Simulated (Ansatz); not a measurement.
Reading a saddle point

A first-order saddle point of CH9NSi, singlet, PBE0-D4/def2-TZVP, with one imaginary mode of 1350i cm⁻¹:

```
12
angstrom
Si 0.1192 0.6418 1.1870
N 0.5167 -0.0047 -0.5179
C -0.3333 -1.0953 -0.9896
H 0.9425 1.7920 1.6264
H -1.2846 0.5398 1.6523
H 0.7681 -0.5247 1.9107
H 0.0333 1.0708 -0.7286
H -0.5661 1.8532 -0.1186
H 1.5034 -0.1774 -0.6867
H -0.0787 -1.3719 -2.0136
H -1.3699 -0.7484 -0.9738
H -0.2504 -1.9755 -0.3477
```

Program: Ansatz 0.2.0. Basis: def2-TZVPP and def2-QZVPP. Cores are frozen in the correlated methods. Extrapolation: Hartree–Fock as exp(−7.88 √X), correlation as X^−2.97.

Which contacts change along the imaginary mode, and what lies on either side? (A judgement: the text doesn't fix the answer.)

By the calculation: The step is CH₇NSi ([CH3][NH][SiH3]) + H₂ → CH₅N ([CH3][NH2]) + SiH₄, with the molecules in contact on both sides. Shortening one way: Si1–H8, N2–H7; lengthening the same way: Si1–N2, H7–H8.
```json
{"pair": "Si1–H8", "one side (Å)": "4.26", "saddle (Å)": "1.91", "other side (Å)": "1.48"}
{"pair": "N2–H7", "one side (Å)": "2.64", "saddle (Å)": "1.20", "other side (Å)": "1.01"}
{"pair": "Si1–N2", "one side (Å)": "1.72", "saddle (Å)": "1.87", "other side (Å)": "2.87"}
{"pair": "H7–H8", "one side (Å)": "0.75", "saddle (Å)": "1.16", "other side (Å)": "3.03"}
```

Which side is lower, and how far does the saddle lie above each? (Judge from chemistry; the value comes from the calculation.)

The calculation gives: The side with Si1–N2, H7–H8 short is lower by 3.57 kcal/mol; the saddle lies 46.98 kcal/mol above it and 43.41 kcal/mol above the other (CCSD(T) at an estimated basis limit (MP2 extrapolated from triple and quadruple zeta, plus CCSD(T) − MP2 in triple zeta); electronic energies).

No T1 diagnostic of these runs exceeds 0.012.

Labels in which every atom is bracketed show which atoms are joined, not bond orders.

For scale, one of the runs: CCSD(T)/def2-TZVPP, 230 basis functions, launched by `ansatz run in.yaml --threads 4 --pin off --events-out ev --progress --plain --max-ram 9574MiB`. The run took 61 s on 4 CPU threads of an Arm Neoverse V1 (shared host), with 3.9 GiB of host memory at its peak.
